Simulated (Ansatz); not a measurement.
## Relative stability

The two ends of one reaction step of CH8OSi, closed shell (PBE0-D4/def2-TZVP).

A:

```
11
angstrom
Si -1.4273 0.3498 1.0124
O -0.0133 0.9895 1.5704
H -1.3562 -1.1332 0.9041
H -2.5670 0.6891 1.9087
H -1.6441 0.9437 -0.3258
H 1.4327 0.1211 -0.6210
C 1.3468 -0.5139 -1.5025
H 0.2763 0.7329 2.4464
H 0.8891 -1.4636 -1.2249
H 0.7261 -0.0175 -2.2483
H 2.3367 -0.6980 -1.9197
```

B:

Si1  (-1.060, -0.402, -0.029)
O2  (1.387, 1.481, 1.316)
H3  (-2.283, -1.144, -0.444)
H4  (-0.742, -0.812, 1.368)
H5  (-1.405, 1.048, -0.008)
H6  (1.102, 0.929, 2.049)
C7  (0.367, -0.746, -1.180)
H8  (0.657, 2.088, 1.170)
H9  (0.611, -1.810, -1.189)
H10  (0.123, -0.445, -2.202)
H11  (1.244, -0.187, -0.850)
(Å)

Program: Ansatz 0.2.0. Basis: def2-TZVPP. Cores are frozen in the correlated methods. B3LYP uses VWN-RPA correlation.

(1) Which structure is lower at CCSD(T), and by how much? (An estimate is asked for; the value comes from the calculation.)

The T1 diagnostic stays at or below 0.010.

## Answers

(1) By the calculation: A, by 20.21 kcal/mol (electronic energy, against the other). By their contacts, A is a complex of SiH₄O ([OH][SiH3]) + CH₄ and B is a complex of CH₆Si ([CH3][SiH3]) + H₂O.

All methods give the same order:

```
      method  E(B) − E(A) (kcal/mol)
       SPW92                   16.61
      PBE-D4                   17.60
     BLYP-D4                   20.45
   r2SCAN-D4                   20.03
      B97M-V                   20.36
     PBE0-D4                   18.35
    B3LYP-D4                   20.95
  r2SCAN0-D4                   20.13
    BHLYP-D4                   22.13
CAM-B3LYP-D4                   21.50
     wB97X-V                   20.10
     wB97M-V                   19.72
      B2PLYP                   21.55
    PBE-QIDH                   19.74
  RPA on PBE                   20.58
          HF                   24.93
         MP2                   20.73
        CCSD                   20.76
     CCSD(T)                   20.21
```

Labels in which every atom is bracketed show which atoms are joined, not bond orders.

For scale, one of the runs: CCSD(T)/def2-TZVPP, 216 basis functions, launched by `ansatz run in.yaml --threads 4 --pin off --events-out ev --progress --plain --max-ram 9574MiB`. The run took 41 s on 4 CPU threads of an Arm Neoverse V2 (shared host), with 3.1 GiB of host memory at its peak.
